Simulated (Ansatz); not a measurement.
The input, for Ansatz 0.2.0:

```yaml
crystal:
  periodic: [false, false, false]
  atoms:
    - {symbol: Si, position_ang: [0.000000, -0.036792, 1.649022]}
    - {symbol: Ge, position_ang: [0.000000, -0.003695, -0.646339]}
    - {symbol: H, position_ang: [0.000000, 1.291472, 0.631435]}
basis:
  gaussian: {orbitals: cc-pVDZ}
total_charge: 1
magnetization: {spin_polarized: false, initial_magnetization: 2}
hamiltonian: {xc: {name: PBE}}
correlation: {method: bccd, electrons: valence}
accuracy: high
```

```sh
$ ansatz run in.yaml --threads 1 --pin off --events-out ev --progress --plain --max-ram 2393MiB
```

(1) Roughly how long does this take on 1 thread of Arm Neoverse V1, shared host, and how much host memory?

```
1022 factors; integrals over basis functions are off by at most 4.4e-9 eV
mean field evaluation 1: about -64386.4961 eV, gradient 2.0e1 eV
mean field evaluation 2: about -64386.4939 eV, gradient 2.0e1 eV
mean field evaluation 4: about -64387.5983 eV, gradient 1.1e1 eV
mean field evaluation 8: about -64388.5489 eV, gradient 1.8e-1 eV
mean field evaluation 16: about -64388.5491 eV, gradient 9.6e-6 eV
mean field -64388.54908045 eV, -2366.2355345804 hartree, gradient 2.2e-8 eV, S^2 2.000000; 0 other end points of the search recorded, 0 dependent functions left out
mean field evaluation 32: about -64341.6604 eV, gradient 1.7e-1 eV
14 core orbitals not correlated: weight in the atoms' cores, before any rotation towards them, 1.000 or more for the frozen orbitals, at most 0.000 for the correlated occupied ones
reference -64340.87459515 eV, -2364.4835295605 hartree; 10, 8 occupied and 26, 28 virtual orbitals, 1022 factors
second order -4.48937127 eV of doubles, -0.51574266 eV of singles
cycle   1  -5.28228764 eV  change   -2.9e-1 eV  update   7.4e-2
cycle   2  -5.47349668 eV  change   -1.9e-1 eV  update   2.4e-2
cycle   3  -5.51250285 eV  change   -3.9e-2 eV  update   8.9e-3
cycle   4  -5.51425991 eV  change   -1.8e-3 eV  update   3.1e-3
...
cycle  18  -5.51457378 eV  change   -3.5e-9 eV  update   6.8e-8
cycle  19  -5.51457378 eV  change    2.7e-9 eV  update   4.3e-8
cycle  20  -5.51457380 eV  change   -2.8e-8 eV  update   3.3e-8
cycle  21  -5.51457380 eV  change    7.4e-9 eV  update   2.4e-8
cycle  22  -5.51457379 eV  change    4.3e-9 eV  update   8.3e-8
cycle  23  -5.51457378 eV  change    1.1e-8 eV  update   3.0e-8
cycle  24  -5.51457377 eV  change    9.6e-9 eV  update   1.1e-8
cycle  25  -5.51457377 eV  change    3.8e-9 eV  update   4.9e-9
cycle  26  -5.51457377 eV  change    1.5e-9 eV  update   2.4e-9
cycle  27  -5.51457377 eV  change  -3.3e-10 eV  update   1.2e-9
Total energy: -64346.38916892 eV, -2364.6861864086 hartree
```

## Answers

(1) 8.5 s wall and 0.26 GiB.
